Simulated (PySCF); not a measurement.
**Atomic charges against the basis set**

Species: C₄H₆O.
Structure used (PBE0-D3(BJ)/def2-SVP), in Å, numbered top down from 1:
```
atom  x, y, z in Å
O1     2.4039   -1.1459    0.1415
C2     1.4025   -0.5515    0.4393
C3     0.2748   -0.2678   -0.4712
C4    -1.1195   -0.2740    0.1163
C5    -0.4964    1.0169   -0.2607
H6     1.2520   -0.1558    1.4828
H7     0.4132   -0.6346   -1.4917
H8    -1.9128   -0.6843   -0.5128
H9    -1.2175   -0.5160    1.1791
H10   -0.8444    1.5299   -1.1601
H11   -0.1558    1.6831    0.5377
```

PBE0 throughout (PySCF), one geometry, spherical d and f functions. The structure is a single PBE0-D3(BJ)/def2-SVP conformer in the gas phase; no vibrational or solvent corrections. Atoms taken as equivalent share a column and are averaged. The first 7 of 8 kinds of atom are listed.

Mulliken charges (e):

| basis | functions | O1 | C2 | C3 | C4/C5 | H6 | H7 | H8/H10 |
| --- | --- | --- | --- | --- | --- | --- | --- | --- |
| STO-3G | 31 | -0.184 | +0.102 | -0.114 | -0.168 | +0.051 | +0.099 | +0.097 |
| 6-31G | 57 | -0.394 | +0.245 | -0.276 | -0.341 | +0.118 | +0.206 | +0.200 |
| pcSseg-0 | 57 | -0.464 | +0.342 | -0.564 | -0.426 | +0.190 | +0.276 | +0.273 |
| 6-31G* | 82 | -0.392 | +0.252 | -0.233 | -0.372 | +0.110 | +0.204 | +0.204 |
| def2-SVP | 100 | -0.219 | +0.220 | -0.220 | -0.075 | -0.005 | +0.068 | +0.080 |
| cc-pVDZ | 100 | -0.211 | +0.208 | -0.170 | -0.047 | -0.014 | +0.034 | +0.066 |
| aug-cc-pVDZ | 169 | -0.521 | +0.429 | +0.901 | +0.859 | -0.230 | -0.494 | -0.450 |
| 6-311+G(2d,p) | 171 | -0.379 | +0.051 | +0.198 | -0.285 | +0.087 | +0.108 | +0.129 |
| def2-TZVP | 191 | -0.270 | +0.050 | +0.006 | -0.255 | +0.057 | +0.126 | +0.137 |
| cc-pVTZ | 234 | -0.257 | +0.140 | -0.049 | -0.226 | +0.024 | +0.120 | +0.120 |
| IGLO-III | 235 | -0.401 | +0.239 | +0.016 | -0.235 | +0.025 | +0.108 | +0.126 |

IAO charges (e):

```
        basis  functions      O1      C2      C3   C4/C5      H6      H7  H8/H10
       STO-3G         31  -0.179  +0.085  -0.190  -0.260  +0.082  +0.148  +0.146
        6-31G         57  -0.368  +0.225  -0.189  -0.285  +0.090  +0.168  +0.165
     pcSseg-0         57  -0.352  +0.227  -0.203  -0.282  +0.085  +0.169  +0.165
       6-31G*         82  -0.389  +0.268  -0.186  -0.273  +0.075  +0.161  +0.159
     def2-SVP        100  -0.381  +0.265  -0.184  -0.267  +0.073  +0.158  +0.155
      cc-pVDZ        100  -0.381  +0.264  -0.187  -0.276  +0.075  +0.161  +0.160
  aug-cc-pVDZ        169  -0.406  +0.274  -0.188  -0.284  +0.082  +0.167  +0.165
6-311+G(2d,p)        171  -0.407  +0.275  -0.190  -0.284  +0.083  +0.167  +0.165
    def2-TZVP        191  -0.405  +0.277  -0.190  -0.284  +0.081  +0.167  +0.165
      cc-pVTZ        234  -0.401  +0.275  -0.190  -0.285  +0.080  +0.167  +0.165
     IGLO-III        235  -0.407  +0.275  -0.190  -0.285  +0.083  +0.168  +0.165
```

Hirshfeld charges (e):

```
        basis  functions      O1      C2      C3   C4/C5      H6      H7  H8/H10
       STO-3G         31  -0.141  +0.097  -0.031  -0.036  +0.002  +0.030  +0.030
        6-31G         57  -0.238  +0.125  -0.042  -0.070  +0.030  +0.055  +0.056
     pcSseg-0         57  -0.220  +0.123  -0.041  -0.068  +0.028  +0.048  +0.053
       6-31G*         82  -0.241  +0.126  -0.041  -0.070  +0.030  +0.056  +0.055
     def2-SVP        100  -0.230  +0.126  -0.045  -0.074  +0.030  +0.054  +0.056
      cc-pVDZ        100  -0.222  +0.120  -0.045  -0.073  +0.029  +0.054  +0.056
  aug-cc-pVDZ        169  -0.241  +0.122  -0.057  -0.082  +0.040  +0.062  +0.063
6-311+G(2d,p)        171  -0.244  +0.121  -0.056  -0.077  +0.041  +0.062  +0.061
    def2-TZVP        191  -0.240  +0.121  -0.054  -0.079  +0.038  +0.061  +0.061
      cc-pVTZ        234  -0.237  +0.121  -0.052  -0.079  +0.036  +0.060  +0.060
     IGLO-III        235  -0.241  +0.121  -0.056  -0.081  +0.040  +0.062  +0.062
```

ESP-fitted charges (e):

```
        basis  functions      O1      C2      C3   C4/C5      H6      H7  H8/H10
       STO-3G         31  -0.277  +0.255  -0.093  -0.241  +0.025  +0.107  +0.121
        6-31G         57  -0.480  +0.458  -0.170  -0.302  +0.020  +0.160  +0.166
     pcSseg-0         57  -0.473  +0.444  -0.203  -0.340  +0.047  +0.178  +0.183
       6-31G*         82  -0.406  +0.320  -0.095  -0.315  +0.043  +0.139  +0.166
     def2-SVP        100  -0.413  +0.337  -0.093  -0.278  +0.038  +0.128  +0.149
      cc-pVDZ        100  -0.388  +0.296  -0.073  -0.281  +0.043  +0.123  +0.149
  aug-cc-pVDZ        169  -0.454  +0.377  -0.110  -0.291  +0.041  +0.138  +0.159
6-311+G(2d,p)        171  -0.441  +0.331  -0.080  -0.303  +0.056  +0.135  +0.162
    def2-TZVP        191  -0.432  +0.332  -0.087  -0.300  +0.050  +0.135  +0.161
      cc-pVTZ        234  -0.419  +0.318  -0.082  -0.295  +0.051  +0.131  +0.158
     IGLO-III        235  -0.443  +0.345  -0.087  -0.292  +0.048  +0.132  +0.158
```

Problem. Which scheme is steadiest as the basis changes?

Solution. Largest range over the bases for any column: Hirshfeld 0.10 e, ESP-fitted 0.20 e, IAO 0.23 e, Mulliken 1.47 e. Hirshfeld charges move least and Mulliken charges most, counted in e. Without the minimal STO-3G basis the ranges are Hirshfeld 0.02, ESP-fitted 0.16, IAO 0.05, Mulliken 1.47 e.

Problem. How much do the charges still move between the two largest bases, cc-pVTZ and IGLO-III?

Solution. At most, over all atoms: Mulliken 0.144 e, IAO 0.006 e, Hirshfeld 0.004 e, ESP-fitted 0.027 e.

Problem. What do the same runs give for the total energy, the frontier levels and the dipole moment?

Solution. 
```
        basis  energy (Eh)  HOMO (eV)  LUMO (eV)  μ (D)
       STO-3G    -228.0298      -4.34       2.60   1.91
        6-31G    -230.8743      -7.16      -0.37   3.39
     pcSseg-0    -230.3981      -7.35      -0.55   3.32
       6-31G*    -230.9464      -7.08      -0.17   3.18
     def2-SVP    -230.7838      -7.24      -0.38   3.13
      cc-pVDZ    -230.9650      -7.12      -0.29   3.05
  aug-cc-pVDZ    -230.9812      -7.38      -0.67   3.44
6-311+G(2d,p)    -231.0184      -7.42      -0.67   3.45
    def2-TZVP    -231.0383      -7.37      -0.57   3.36
      cc-pVTZ    -231.0315      -7.33      -0.51   3.28
     IGLO-III    -231.0430      -7.40      -0.65   3.43
```

The dipole is fixed by the density alone, so its range of 1.54 D shows that the density itself changes with the basis, not only its division among atoms.
